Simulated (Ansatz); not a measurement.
Born–Oppenheimer molecular dynamics of H$_{4}$OSi (6 atoms, charge 0, multiplicity 1). It goes on from the last frame of an earlier run, with new velocities.

Method: Ansatz, RKS CAM-B3LYP/6-31G*.

```yaml
ensemble: NVE (velocity Verlet)
time_step: 0.5 fs
steps_asked: 250
starting_velocities_drawn_for: 500 K
seed: 738444
```

Frames 10 fs apart, positions in Å.

Velocities at 5.0 fs (Å/ps):

```
Si -7.00 7.14 -4.56
H 65.04 -10.08 29.43
H -8.25 -37.90 25.16
O 8.07 -10.30 3.14
H 18.53 -11.74 -16.82
H -8.47 24.30 39.54
```

```xyz
6
Properties=species:S:1:pos:R:3 time_fs=5.0 energy_less_start_eV=-0.608 T=1674
Si -0.099 -0.144 -0.257
H -0.975 -1.004 0.546
H 0.995 0.460 0.456
O -1.070 1.254 -0.628
H -1.351 1.152 -1.492
H 0.221 -0.896 -1.577
6
Properties=species:S:1:pos:R:3 time_fs=15.0 energy_less_start_eV=-0.033 T=558
Si -0.166 -0.073 -0.272
H -0.505 -1.170 0.770
H 1.089 0.135 0.584
O -0.999 1.153 -0.622
H -1.279 1.232 -1.528
H 0.315 -0.838 -1.576
6
Properties=species:S:1:pos:R:3 time_fs=25.0 energy_less_start_eV=-0.484 T=1433
Si -0.115 -0.134 -0.235
H -0.956 -1.144 0.557
H 1.222 0.421 0.274
O -1.056 1.213 -0.657
H -1.361 1.481 -1.582
H 0.211 -0.678 -1.470
6
Properties=species:S:1:pos:R:3 time_fs=35.0 energy_less_start_eV=-0.206 T=897
Si -0.077 -0.165 -0.237
H -1.044 -0.874 0.477
H 1.063 0.428 0.358
O -1.117 1.276 -0.645
H -1.246 1.381 -1.665
H 0.253 -0.970 -1.515
6
Properties=species:S:1:pos:R:3 time_fs=45.0 energy_less_start_eV=-0.312 T=1099
Si -0.116 -0.107 -0.282
H -0.817 -0.963 0.836
H 1.064 0.129 0.656
O -1.082 1.216 -0.622
H -1.102 1.309 -1.627
H 0.409 -1.171 -1.322
6
Properties=species:S:1:pos:R:3 time_fs=55.0 energy_less_start_eV=-0.550 T=1556
Si -0.147 -0.088 -0.252
H -0.866 -1.041 0.714
H 1.230 0.328 0.398
O -1.018 1.132 -0.654
H -1.161 1.581 -1.460
H 0.215 -0.767 -1.441
6
Properties=species:S:1:pos:R:3 time_fs=65.0 energy_less_start_eV=-0.119 T=732
Si -0.110 -0.133 -0.211
H -0.951 -0.954 0.523
H 1.084 0.473 0.167
O -1.068 1.182 -0.692
H -1.058 1.736 -1.408
H 0.092 -0.705 -1.616
6
Properties=species:S:1:pos:R:3 time_fs=75.0 energy_less_start_eV=-0.406 T=1279
Si -0.100 -0.122 -0.257
H -0.857 -0.975 0.798
H 1.214 0.234 0.515
O -1.140 1.221 -0.666
H -0.648 1.589 -1.398
H 0.332 -1.217 -1.365
6
Properties=species:S:1:pos:R:3 time_fs=85.0 energy_less_start_eV=-0.526 T=1510
Si -0.119 -0.110 -0.278
H -0.848 -0.801 0.904
H 1.178 0.232 0.522
O -1.103 1.167 -0.654
H -0.657 1.789 -1.296
H 0.302 -1.060 -1.188
6
Properties=species:S:1:pos:R:3 time_fs=95.0 energy_less_start_eV=-0.179 T=845
Si -0.132 -0.110 -0.229
H -0.992 -0.780 0.639
H 1.078 0.516 0.110
O -1.031 1.120 -0.691
H -1.022 2.068 -1.046
H 0.113 -0.912 -1.534
6
Properties=species:S:1:pos:R:3 time_fs=105.0 energy_less_start_eV=-0.510 T=1482
Si -0.129 -0.108 -0.217
H -0.834 -1.062 0.762
H 1.318 0.374 0.199
O -1.057 1.145 -0.750
H -0.994 2.150 -0.676
H 0.022 -1.026 -1.526
6
Properties=species:S:1:pos:R:3 time_fs=115.0 energy_less_start_eV=-0.186 T=855
Si -0.120 -0.113 -0.241
H -0.528 -0.927 1.044
H 1.223 0.090 0.456
O -1.102 1.182 -0.791
H -0.779 1.881 -0.186
H 0.081 -1.043 -1.216
```

Of the whole run (125 fs, mean temperature of the second half 1242 K): The conserved energy stayed within 0.85 meV per atom of its start (net change -0.57 meV per atom), so the integration is sound. The system heated up, since it started high on the potential surface and ran downhill. A run of 0.12 ps of so small a system gives no equilibrium averages.

Run time: 4.3 min on 1 thread of Arm Neoverse V1, on a shared host, peak memory 0.087 GiB.
